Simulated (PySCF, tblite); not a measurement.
**ethyl methyl sulfone (C₃H₈O₂S): a rotation path, then NMR shifts on frames**

Aim: move ethyl methyl sulfone (C₃H₈O₂S) (`CCS(C)(=O)=O`) away from its starting geometry and see how NMR shifts follow the geometry.

The runs use tblite 0.8.0 and PySCF 2.14.0, with density-fitted response routines of our own; the level of theory stands in each step. All values are computed, except where a source is named. Atoms are numbered from 0 throughout.

## 1. Starting geometry

14 atoms, charge 0, multiplicity 1; geometry from: GFN2-xTB.

Bonds of the start (Å): C0–C1 1.51, C1–S2 1.82, S2–C3 1.82, S2–O4 1.44, S2–O5 1.44, C0–H6 1.09, C0–H7 1.09, C0–H8 1.09, C1–H9 1.09, C1–H10 1.09, C3–H11 1.08, C3–H12 1.08, C3–H13 1.08.

## 2. The rotation path with GFN2-xTB

What the job is given:

```
{"job": {"kind": "neb", "xc": "GFN2-xTB", "basis": "xTB", "atoms": [0, 1, 2, 3], "turn": 120}, "charge": 0, "multiplicity": 1}
C      1.479251     0.711033     0.446821
C      0.977209    -0.664539     0.076829
S     -0.557492    -0.516691    -0.895269
C     -1.772938     0.201040     0.250252
O     -0.339920     0.421777    -1.961647
O     -0.999415    -1.838899    -1.245017
H      2.502629     0.667279     0.813380
H      0.860703     1.161032     1.219547
H      1.452570     1.343703    -0.437631
H      0.746739    -1.291392     0.933019
H      1.669792    -1.187062    -0.578165
H     -2.732087     0.176972    -0.251794
H     -1.485012     1.221559     0.462405
H     -1.802708    -0.406284     1.145104
```

Level: GFN2-xTB climbing-image nudged elastic band, gas phase.

Command:

```sh
OMP_NUM_THREADS=1 python probes_run.py task.json out
```

This one command runs all jobs of the session in turn.

Standard output:

```text
image   E - E0 / eV
  0       0.0000
  1       0.0160
  2       0.0595
  3       0.1002
  4       0.1097
  5       0.0819
  6       0.0407
  7       0.0188
  8       0.0005
```

Wall time 2.7 s (1 thread of Intel Xeon 6975P-C, shared host); peak memory 0.18 GiB.

The final band, with the dihedral C0–C1–S2–C3:

| image | dihedral (°) | energy (eV) | energy (kcal/mol) |
| --- | --- | --- | --- |
| 0 | -65 | 0.000 | 0.0 |
| 1 | -49 | 0.016 | 0.4 |
| 2 | -31 | 0.059 | 1.4 |
| 3 | -14 | 0.100 | 2.3 |
| 4 | 4 | 0.110 | 2.5 |
| 5 | 23 | 0.082 | 1.9 |
| 6 | 41 | 0.041 | 0.9 |
| 7 | 57 | 0.019 | 0.4 |
| 8 | 68 | 0.001 | 0.0 |

## 3. Shielding tensors: image 0, PBE0/pcSseg-1

What the job is given:

```
{"job": {"kind": "nmr", "xc": "PBE0", "basis": "pcSseg-1", "pop": false}, "charge": 0, "multiplicity": 1}
C      1.479300     0.711000     0.446800
C      0.977200    -0.664500     0.076800
S     -0.557500    -0.516700    -0.895300
C     -1.772900     0.201000     0.250300
O     -0.339900     0.421800    -1.961600
O     -0.999400    -1.838900    -1.245000
H      2.502600     0.667300     0.813400
H      0.860700     1.161000     1.219500
H      1.452600     1.343700    -0.437600
H      0.746700    -1.291400     0.933000
H      1.669800    -1.187100    -0.578200
H     -2.732100     0.177000    -0.251800
H     -1.485000     1.221600     0.462400
H     -1.802700    -0.406300     1.145100
```

Method: GIAO PBE0/pcSseg-1 NMR shielding, non-relativistic, gas phase.

Standard output:

```text
coarse grid: 12016 points
cycle   1  E = -666.9270899417  dE =  1.321e+00  |g| = 1.136e+00  |ddm| = 3.403e+00
cycle   2  E = -666.3471321442  dE =  5.800e-01  |g| = 2.108e+00  |ddm| = 2.788e+00
cycle   3  E = -667.1561426807  dE = -8.090e-01  |g| = 1.827e-01  |ddm| = 2.027e+00
cycle   4  E = -667.1634461147  dE = -7.303e-03  |g| = 6.616e-02  |ddm| = 1.977e-01
cycle   5  E = -667.1644769107  dE = -1.031e-03  |g| = 1.141e-02  |ddm| = 5.293e-02
cycle   6  E = -667.1645017492  dE = -2.484e-05  |g| = 4.703e-03  |ddm| = 1.393e-02
cycle   7  E = -667.1645052241  dE = -3.475e-06  |g| = 1.980e-03  |ddm| = 4.814e-03
final grid: 110768 points
cycle   8  E = -667.2238778449  dE = -1.779e-05  |g| = 1.261e-02  |ddm| = 2.383e-02
cycle   9  E = -667.2238316432  dE =  4.620e-05  |g| = 1.967e-02  |ddm| = 2.564e-02
cycle  10  E = -667.2239099674  dE = -7.832e-05  |g| = 2.630e-03  |ddm| = 1.703e-02
cycle  11  E = -667.2239112362  dE = -1.269e-06  |g| = 2.557e-04  |ddm| = 2.009e-03
cycle  12  E = -667.2239112440  dE = -7.814e-09  |g| = 2.000e-04  |ddm| = 3.745e-04
cycle  13  E = -667.2239112511  dE = -7.095e-09  |g| = 3.048e-05  |ddm| = 1.665e-04
cycle  14  E = -667.2239112513  dE = -1.805e-10  |g| = 5.200e-06  |ddm| = 2.924e-05
converged SCF energy = -667.2239112513

GIAO shielding tensors (ppm)
atom      isotropic    diamagn.    paramagn.     s11        s22        s33       span
  0 C      176.440     250.439     -73.999    166.521    175.095    187.704     21.183
  1 C      129.812     257.537    -127.725    102.205    114.138    173.092     70.888
  2 S      199.241    1051.816    -852.575     44.724    191.655    361.344    316.620
  3 C      142.884     257.204    -114.320    115.143    124.437    189.072     73.928
  4 O      129.832     400.867    -271.036     61.568    133.392    194.535    132.967
  5 O      120.930     398.093    -277.164     73.684    105.529    183.576    109.893
  6 H       30.343      29.012       1.331     25.763     27.311     37.954     12.191
  7 H       30.792      31.930      -1.138     26.507     29.646     36.222      9.714
  8 H       29.923      31.044      -1.122     25.353     29.553     34.862      9.510
  9 H       29.031      32.929      -3.898     25.862     28.608     32.624      6.762
 10 H       29.018      31.313      -2.295     25.144     28.581     33.329      8.185
 11 H       28.919      28.830       0.089     26.570     26.687     33.501      6.932
 12 H       29.154      32.282      -3.128     25.532     28.642     33.289      7.757
 13 H       29.568      31.737      -2.169     26.689     27.450     34.563      7.874
```

Wall time 9.4 s (1 thread of Intel Xeon 6975P-C, shared host); peak memory 0.71 GiB.

Shifts follow as δ = σ(reference) − σ, with reference shieldings (ppm) from runs at the same level and on the same kind of geometry: ¹H TMS 31.72, ¹³C TMS 186.9, ¹⁷O H2O 336.1, ³³S CS2 504. The references are single molecules in the gas phase, so shifts against H2O, NH3, PH3, H3PO4 or CFCl3 are not on the usual liquid scales and can be off by tens of ppm. Each atom is listed at this fixed geometry, with no averaging over motion; a spectrum would average atoms that exchange fast.

| atoms | environment | σ (ppm) | δ (ppm) |
| --- | --- | --- | --- |
| C1 | sp3 CH2 bonded to S | 129.8 | 57.1 |
| C3 | methyl carbon bonded to S | 142.9 | 44.0 |
| C0 | methyl carbon | 176.4 | 10.5 |
| H11 | hydrogen on a methyl carbon bonded to S | 28.92 | 2.80 |
| H10 | hydrogen on an sp3 CH2 bonded to S | 29.02 | 2.70 |
| H9 | hydrogen on an sp3 CH2 bonded to S | 29.03 | 2.69 |
| H12 | hydrogen on a methyl carbon bonded to S | 29.15 | 2.56 |
| H13 | hydrogen on a methyl carbon bonded to S | 29.57 | 2.15 |
| H8 | hydrogen on a methyl carbon | 29.92 | 1.79 |
| H6 | hydrogen on a methyl carbon | 30.34 | 1.37 |
| H7 | hydrogen on a methyl carbon | 30.79 | 0.93 |
| S2 | sulfone sulfur | 199 | 304 |
| O5 | S=O oxygen | 120.9 | 215.1 |
| O4 | S=O oxygen | 129.8 | 206.2 |

## 4. Nuclear shieldings: image 2, PBE0/pcSseg-1

What the job is given:

```
{"job": {"kind": "nmr", "xc": "PBE0", "basis": "pcSseg-1", "pop": false}, "charge": 0, "multiplicity": 1}
C      1.343600     0.635400     0.643600
C      1.057700    -0.660500    -0.078600
S     -0.589000    -0.646500    -0.875400
C     -1.671700     0.392100     0.153300
O     -0.465500    -0.007700    -2.157400
O     -1.103400    -1.988500    -0.842800
H      2.391600     0.683100     0.933800
H      0.742700     0.725400     1.545200
H      1.134700     1.478800    -0.010000
H      1.071000    -1.524900     0.578000
H      1.746600    -0.816300    -0.905100
H     -2.674200     0.248000    -0.230100
H     -1.373200     1.425400     0.044000
H     -1.611700     0.055800     1.179200
```

Level: GIAO PBE0/pcSseg-1 NMR shielding, non-relativistic, gas phase.

Standard output:

```text
coarse grid: 12016 points
cycle   1  E = -666.9218977857  dE =  1.315e+00  |g| = 1.140e+00  |ddm| = 3.415e+00
cycle   2  E = -666.3324987440  dE =  5.894e-01  |g| = 2.122e+00  |ddm| = 2.770e+00
cycle   3  E = -667.1529917972  dE = -8.205e-01  |g| = 1.821e-01  |ddm| = 2.006e+00
cycle   4  E = -667.1602117580  dE = -7.220e-03  |g| = 6.724e-02  |ddm| = 1.962e-01
cycle   5  E = -667.1612870440  dE = -1.075e-03  |g| = 1.026e-02  |ddm| = 5.285e-02
cycle   6  E = -667.1613102368  dE = -2.319e-05  |g| = 2.825e-03  |ddm| = 1.298e-02
cycle   7  E = -667.1613119079  dE = -1.671e-06  |g| = 6.466e-04  |ddm| = 3.092e-03
final grid: 110768 points
cycle   8  E = -667.2204544097  dE = -2.706e-05  |g| = 1.198e-02  |ddm| = 2.705e-02
cycle   9  E = -667.2204152395  dE =  3.917e-05  |g| = 1.830e-02  |ddm| = 2.357e-02
cycle  10  E = -667.2204840341  dE = -6.879e-05  |g| = 2.390e-03  |ddm| = 1.550e-02
cycle  11  E = -667.2204850765  dE = -1.042e-06  |g| = 1.834e-04  |ddm| = 1.785e-03
cycle  12  E = -667.2204850841  dE = -7.667e-09  |g| = 8.543e-05  |ddm| = 2.573e-04
cycle  13  E = -667.2204850850  dE = -8.870e-10  |g| = 5.366e-05  |ddm| = 1.029e-04
cycle  14  E = -667.2204850855  dE = -5.309e-10  |g| = 5.452e-06  |ddm| = 4.427e-05
converged SCF energy = -667.2204850855

GIAO shielding tensors (ppm)
atom      isotropic    diamagn.    paramagn.     s11        s22        s33       span
  0 C      176.217     250.474     -74.257    167.318    177.753    183.580     16.262
  1 C      125.745     256.809    -131.063     95.108    104.760    177.367     82.259
  2 S      195.497    1051.447    -855.950     45.656    198.690    342.145    296.489
  3 C      142.369     257.179    -114.810    115.414    126.209    185.484     70.070
  4 O      116.120     400.000    -283.880     59.576    127.475    161.309    101.732
  5 O      101.832     398.382    -296.550     52.002     84.658    168.837    116.835
  6 H       30.241      28.914       1.326     25.684     27.158     37.880     12.196
  7 H       30.553      31.972      -1.418     26.480     29.438     35.743      9.263
  8 H       30.389      31.693      -1.304     26.556     29.230     35.381      8.825
  9 H       28.700      32.179      -3.480     24.964     28.781     32.354      7.390
 10 H       28.689      31.221      -2.532     25.702     28.371     31.994      6.291
 11 H       28.927      28.850       0.077     26.602     27.000     33.179      6.577
 12 H       29.184      32.184      -2.999     25.779     28.397     33.377      7.598
 13 H       29.446      32.277      -2.831     26.412     27.821     34.103      7.691
```

It took 9.2 s on 1 thread of Intel Xeon 6975P-C, shared host; peak memory 0.74 GiB.

Key values: δ C1 61.2, C3 44.6, C0 10.7, S2 308, H10 3.03, H9 3.02 ppm.

## 5. Shielding tensors: image 4, PBE0/pcSseg-1

What the job is given:

```
{"job": {"kind": "nmr", "xc": "PBE0", "basis": "pcSseg-1", "pop": false}, "charge": 0, "multiplicity": 1}
C      1.297100     0.511600     0.823800
C      1.111300    -0.562000    -0.223200
S     -0.624100    -0.741000    -0.798700
C     -1.634800     0.539000     0.008600
O     -0.643200    -0.476800    -2.212300
O     -1.110500    -2.018400    -0.353100
H      2.354900     0.615100     1.060600
H      0.773100     0.258700     1.742200
H      0.941300     1.473100     0.462900
H      1.378700    -1.545100     0.154500
H      1.677000    -0.346600    -1.125200
H     -2.656000     0.320900    -0.279500
H     -1.340100     1.510200    -0.364000
H     -1.525400     0.460700     1.081000
```

With the program's defaults for keys left out, this is: GIAO PBE0/pcSseg-1 NMR shielding, non-relativistic, gas phase.

Standard output:

```text
coarse grid: 12016 points
cycle   1  E = -666.9172359902  dE =  1.310e+00  |g| = 1.144e+00  |ddm| = 3.425e+00
cycle   2  E = -666.3191622901  dE =  5.981e-01  |g| = 2.134e+00  |ddm| = 2.729e+00
cycle   3  E = -667.1500784670  dE = -8.309e-01  |g| = 1.820e-01  |ddm| = 1.968e+00
cycle   4  E = -667.1572677129  dE = -7.189e-03  |g| = 6.826e-02  |ddm| = 1.947e-01
cycle   5  E = -667.1583763007  dE = -1.109e-03  |g| = 1.063e-02  |ddm| = 5.328e-02
cycle   6  E = -667.1584009264  dE = -2.463e-05  |g| = 3.124e-03  |ddm| = 1.336e-02
cycle   7  E = -667.1584027168  dE = -1.790e-06  |g| = 1.251e-03  |ddm| = 3.400e-03
final grid: 110768 points
cycle   8  E = -667.2176427860  dE = -2.928e-05  |g| = 1.217e-02  |ddm| = 2.706e-02
cycle   9  E = -667.2176032930  dE =  3.949e-05  |g| = 1.844e-02  |ddm| = 2.346e-02
cycle  10  E = -667.2176735794  dE = -7.029e-05  |g| = 2.554e-03  |ddm| = 1.536e-02
cycle  11  E = -667.2176747712  dE = -1.192e-06  |g| = 2.276e-04  |ddm| = 1.894e-03
cycle  12  E = -667.2176747777  dE = -6.434e-09  |g| = 1.850e-04  |ddm| = 3.389e-04
cycle  13  E = -667.2176747836  dE = -5.922e-09  |g| = 4.212e-05  |ddm| = 1.601e-04
cycle  14  E = -667.2176747839  dE = -3.392e-10  |g| = 5.276e-06  |ddm| = 3.915e-05
converged SCF energy = -667.2176747839

GIAO shielding tensors (ppm)
atom      isotropic    diamagn.    paramagn.     s11        s22        s33       span
  0 C      175.762     249.776     -74.014    166.182    179.373    181.731     15.549
  1 C      122.393     256.696    -134.303     84.556    101.504    181.119     96.563
  2 S      195.028    1051.314    -856.286     45.601    204.072    335.410    289.809
  3 C      142.002     256.883    -114.881    113.583    127.135    185.288     71.705
  4 O       93.530     398.972    -305.442     46.023     78.712    155.854    109.831
  5 O       98.757     399.074    -300.317     52.816     90.400    153.054    100.238
  6 H       30.202      28.739       1.464     25.684     27.037     37.887     12.203
  7 H       30.413      31.558      -1.144     26.641     28.799     35.800      9.159
  8 H       30.465      31.972      -1.506     26.484     29.552     35.360      8.876
  9 H       28.458      31.571      -3.113     25.358     28.593     31.423      6.065
 10 H       28.489      31.792      -3.303     25.069     28.836     31.562      6.493
 11 H       28.927      28.759       0.168     26.673     27.093     33.015      6.342
 12 H       29.360      31.935      -2.576     26.379     27.705     33.995      7.617
 13 H       29.262      32.394      -3.132     25.912     28.518     33.355      7.443
```

Wall time 9.2 s (1 thread of Intel Xeon 6975P-C, shared host); peak memory 0.75 GiB.

In short: δ C1 64.5, C3 44.9, C0 11.2, S2 309, H9 3.26, H10 3.23 ppm.

## 6. NMR shieldings: image 6, PBE0/pcSseg-1

What the job is given:

```
{"job": {"kind": "nmr", "xc": "PBE0", "basis": "pcSseg-1", "pop": false}, "charge": 0, "multiplicity": 1}
C      1.295200     0.337100     0.968300
C      1.112800    -0.401600    -0.336400
S     -0.639300    -0.801900    -0.667000
C     -1.618000     0.650100    -0.175600
O     -0.779900    -0.967200    -2.088400
O     -1.031400    -1.896600     0.177400
H      2.354000     0.500000     1.162800
H      0.881600    -0.243900     1.789000
H      0.808900     1.308800     0.938400
H      1.605600    -1.370900    -0.319800
H      1.455600     0.166900    -1.195300
H     -2.646600     0.408600    -0.413600
H     -1.289800     1.505200    -0.750800
H     -1.509400     0.804700     0.888800
```

Method: GIAO PBE0/pcSseg-1 NMR shielding, non-relativistic, gas phase.

Standard output:

```text
coarse grid: 12016 points
cycle   1  E = -666.9236477794  dE =  1.315e+00  |g| = 1.139e+00  |ddm| = 3.407e+00
cycle   2  E = -666.3358569638  dE =  5.878e-01  |g| = 2.120e+00  |ddm| = 2.796e+00
cycle   3  E = -667.1544061741  dE = -8.185e-01  |g| = 1.816e-01  |ddm| = 2.029e+00
cycle   4  E = -667.1615917149  dE = -7.186e-03  |g| = 6.684e-02  |ddm| = 1.965e-01
cycle   5  E = -667.1626538936  dE = -1.062e-03  |g| = 1.027e-02  |ddm| = 5.282e-02
cycle   6  E = -667.1626770639  dE = -2.317e-05  |g| = 2.850e-03  |ddm| = 1.299e-02
cycle   7  E = -667.1626787228  dE = -1.659e-06  |g| = 7.796e-04  |ddm| = 3.151e-03
final grid: 110768 points
cycle   8  E = -667.2222474912  dE = -2.580e-05  |g| = 1.185e-02  |ddm| = 2.583e-02
cycle   9  E = -667.2222100458  dE =  3.745e-05  |g| = 1.795e-02  |ddm| = 2.325e-02
cycle  10  E = -667.2222762877  dE = -6.624e-05  |g| = 2.426e-03  |ddm| = 1.543e-02
cycle  11  E = -667.2222773575  dE = -1.070e-06  |g| = 2.076e-04  |ddm| = 1.827e-03
cycle  12  E = -667.2222773660  dE = -8.427e-09  |g| = 1.202e-04  |ddm| = 2.960e-04
cycle  13  E = -667.2222773682  dE = -2.253e-09  |g| = 4.917e-05  |ddm| = 1.253e-04
cycle  14  E = -667.2222773687  dE = -4.453e-10  |g| = 5.091e-06  |ddm| = 4.130e-05
converged SCF energy = -667.2222773687

GIAO shielding tensors (ppm)
atom      isotropic    diamagn.    paramagn.     s11        s22        s33       span
  0 C      176.134     250.297     -74.163    166.850    176.855    184.696     17.846
  1 C      126.845     256.993    -130.148     98.722    106.301    175.511     76.789
  2 S      195.915    1051.509    -855.594     45.673    197.366    344.708    299.035
  3 C      142.966     257.182    -114.217    115.444    127.412    186.041     70.597
  4 O      106.187     398.361    -292.174     56.893     82.435    179.234    122.341
  5 O      121.187     400.262    -279.075     63.498    130.910    169.153    105.655
  6 H       30.285      28.922       1.364     25.787     27.189     37.880     12.092
  7 H       30.274      31.155      -0.880     26.312     28.828     35.683      9.371
  8 H       30.657      32.140      -1.483     26.418     30.012     35.539      9.121
  9 H       28.748      31.136      -2.388     25.711     28.339     32.193      6.483
 10 H       28.828      32.497      -3.669     24.980     28.961     32.544      7.564
 11 H       28.930      28.833       0.097     26.659     26.907     33.224      6.565
 12 H       29.524      31.840      -2.317     26.770     27.251     34.550      7.780
 13 H       29.125      32.416      -3.291     25.536     28.766     33.072      7.536
```

It took 9.2 s on 1 thread of Intel Xeon 6975P-C, shared host; peak memory 0.74 GiB.

In short: δ C1 60.1, C3 44.0, C0 10.8, S2 308, H9 2.97, H10 2.89 ppm.

## 7. Nuclear shieldings: image 8, PBE0/pcSseg-1

What the job is given:

```
{"job": {"kind": "nmr", "xc": "PBE0", "basis": "pcSseg-1", "pop": false}, "charge": 0, "multiplicity": 1}
C      1.344800     0.183300     1.046600
C      1.087200    -0.249300    -0.377000
S     -0.640000    -0.808500    -0.544600
C     -1.642900     0.693800    -0.339200
O     -0.830900    -1.290100    -1.885400
O     -0.942600    -1.702400     0.539200
H      2.409500     0.315200     1.227300
H      0.967900    -0.583800     1.719400
H      0.841900     1.121500     1.269000
H      1.685700    -1.113400    -0.654100
H      1.233700     0.540800    -1.107300
H     -2.670100     0.420900    -0.546400
H     -1.299800     1.433200    -1.050400
H     -1.545300     1.038300     0.681000
```

With the program's defaults for keys left out, this is: GIAO PBE0/pcSseg-1 NMR shielding, non-relativistic, gas phase.

Standard output:

```text
coarse grid: 12016 points
cycle   1  E = -666.9271672249  dE =  1.320e+00  |g| = 1.136e+00  |ddm| = 3.402e+00
cycle   2  E = -666.3468060792  dE =  5.804e-01  |g| = 2.108e+00  |ddm| = 2.787e+00
cycle   3  E = -667.1562538334  dE = -8.094e-01  |g| = 1.828e-01  |ddm| = 2.026e+00
cycle   4  E = -667.1635635757  dE = -7.310e-03  |g| = 6.621e-02  |ddm| = 1.977e-01
cycle   5  E = -667.1645931238  dE = -1.030e-03  |g| = 1.180e-02  |ddm| = 5.309e-02
cycle   6  E = -667.1646189691  dE = -2.585e-05  |g| = 5.054e-03  |ddm| = 1.426e-02
cycle   7  E = -667.1646230390  dE = -4.070e-06  |g| = 1.983e-03  |ddm| = 5.055e-03
final grid: 110768 points
cycle   8  E = -667.2239546041  dE = -1.858e-05  |g| = 1.278e-02  |ddm| = 2.418e-02
cycle   9  E = -667.2239069387  dE =  4.767e-05  |g| = 1.997e-02  |ddm| = 2.614e-02
cycle  10  E = -667.2239877236  dE = -8.078e-05  |g| = 2.655e-03  |ddm| = 1.730e-02
cycle  11  E = -667.2239890182  dE = -1.295e-06  |g| = 2.534e-04  |ddm| = 2.026e-03
cycle  12  E = -667.2239890252  dE = -7.038e-09  |g| = 2.048e-04  |ddm| = 3.739e-04
cycle  13  E = -667.2239890327  dE = -7.463e-09  |g| = 3.141e-05  |ddm| = 1.706e-04
cycle  14  E = -667.2239890329  dE = -1.879e-10  |g| = 5.800e-06  |ddm| = 3.034e-05
converged SCF energy = -667.2239890329

GIAO shielding tensors (ppm)
atom      isotropic    diamagn.    paramagn.     s11        s22        s33       span
  0 C      176.285     250.292     -74.007    166.112    175.327    187.415     21.303
  1 C      129.860     257.622    -127.762    101.413    115.057    173.111     71.697
  2 S      199.649    1051.850    -852.201     44.562    191.987    362.397    317.835
  3 C      142.923     257.161    -114.238    114.771    124.541    189.457     74.686
  4 O      121.020     398.124    -277.103     73.490    106.307    183.264    109.774
  5 O      129.421     400.926    -271.505     61.410    130.134    196.720    135.310
  6 H       30.356      28.985       1.371     25.777     27.327     37.962     12.185
  7 H       29.884      30.958      -1.074     25.263     29.518     34.872      9.609
  8 H       30.808      31.900      -1.092     26.493     29.684     36.249      9.756
  9 H       29.031      31.363      -2.332     25.105     28.619     33.368      8.263
 10 H       29.041      33.007      -3.966     25.938     28.609     32.576      6.639
 11 H       28.921      28.815       0.106     26.580     26.655     33.530      6.950
 12 H       29.578      31.657      -2.079     26.687     27.468     34.578      7.891
 13 H       29.162      32.297      -3.134     25.521     28.640     33.325      7.803
```

Wall time 9.2 s (1 thread of Intel Xeon 6975P-C, shared host); peak memory 0.74 GiB.

Key values: δ C1 57.1, C3 44.0, C0 10.6, S2 304, H11 2.80, H9 2.69 ppm.

## 8. Run by run: NMR shifts

Shifts (ppm) of some atoms, chosen among heavy atoms and hydrogens apart, with basis size and wall time:

| frame | C1 | C3 | H8 | H7 | S2 | O5 | O4 | functions | time |
| --- | --- | --- | --- | --- | --- | --- | --- | --- | --- |
| image 0 | 57.1 | 44.0 | 1.79 | 0.93 | 304 | 215.1 | 206.2 | 149 | 9.4 s |
| image 2 | 61.2 | 44.6 | 1.33 | 1.16 | 308 | 234.2 | 220.0 | 149 | 9.2 s |
| image 4 | 64.5 | 44.9 | 1.25 | 1.30 | 309 | 237.3 | 242.5 | 149 | 9.2 s |
| image 6 | 60.1 | 44.0 | 1.06 | 1.44 | 308 | 214.9 | 229.9 | 149 | 9.2 s |
| image 8 | 57.1 | 44.0 | 0.91 | 1.83 | 304 | 206.7 | 215.1 | 149 | 9.2 s |

## 9. What came out

| quantity | value |
| --- | --- |
| barrier | 0.110 eV (2.5 kcal/mol) at image 4 |
| end to end (GFN2-xTB) | 0.001 eV |
| ¹³C shifts against TMS (PBE0/pcSseg-1, image 0) | 57.1, 44.0, 10.5 ppm |
| ¹H shifts against TMS (PBE0/pcSseg-1, image 0) | 2.80, 2.70, 2.69, 2.56, 2.15, 1.79, 1.37, 0.93 ppm |
| ³³S shifts against CS2 (PBE0/pcSseg-1, image 0) | 304 ppm |
| ¹⁷O shifts against H2O (PBE0/pcSseg-1, image 0) | 215.1, 206.2 ppm |
| range of the shift of O4 | 206.2 to 242.5 ppm |

In words: Along the band the dihedral turns by 134°, and the top (dihedral 4°) lies 2.5 kcal/mol above the start (GFN2-xTB, rough), so at room temperature this motion is fast. The top was not checked by a frequency run. Shifts at one fixed geometry are not the observed spectrum, which averages over the motion. In the first frame run (image 0): The widest tensor belongs to S2: span 317 ppm, with a paramagnetic part of -853 ppm. Across the 5 runs the shift of O4 moves most, between 206.2 (image 0) and 242.5 ppm (image 4).
